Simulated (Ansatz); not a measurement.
SnCl₂ (Pnma, No. 62), treated with HSE06 in Ansatz (PAW).

Run with plane-wave cutoff 460 eV, 4×6×4 k mesh (along the axes of the cell as run), Fermi–Dirac smearing 0.01 eV, scalar-relativistic PAW data made under PBE.

Cell (measured lattice):

```yaml
crystal:
  lattice:
    - [7.79300, 0.00000, 0.00000]
    - [0.00000, 4.43000, 0.00000]
    - [0.00000, 0.00000, 9.20700]
  atoms:
    - { symbol: Cl, position: [0.02200, 0.25000, 0.15500] }
    - { symbol: Cl, position: [0.97800, 0.75000, 0.84500] }
    - { symbol: Cl, position: [0.47800, 0.75000, 0.65500] }
    - { symbol: Cl, position: [0.52200, 0.25000, 0.34500] }
    - { symbol: Cl, position: [0.64400, 0.25000, 0.92500] }
    - { symbol: Cl, position: [0.35600, 0.75000, 0.07500] }
    - { symbol: Cl, position: [0.85600, 0.75000, 0.42500] }
    - { symbol: Cl, position: [0.14400, 0.25000, 0.57500] }
    - { symbol: Sn, position: [0.23100, 0.25000, 0.92600] }
    - { symbol: Sn, position: [0.76900, 0.75000, 0.07400] }
    - { symbol: Sn, position: [0.26900, 0.75000, 0.42600] }
    - { symbol: Sn, position: [0.73100, 0.25000, 0.57400] }
```

Estimate the band gap, smallest direct gap on the k points sampled and direct gap at Γ that the calculation returns.


- band gap: 3.89 eV
- smallest direct gap on the k points sampled: 4.20 eV
- direct gap at Γ: 4.39 eV

Note: cell and atoms aren't relaxed at this level (largest force component 0.17 eV/Å, pressure 0.2 GPa).

Spin–orbit coupling is not included.

Ansatz is a first-principles code.
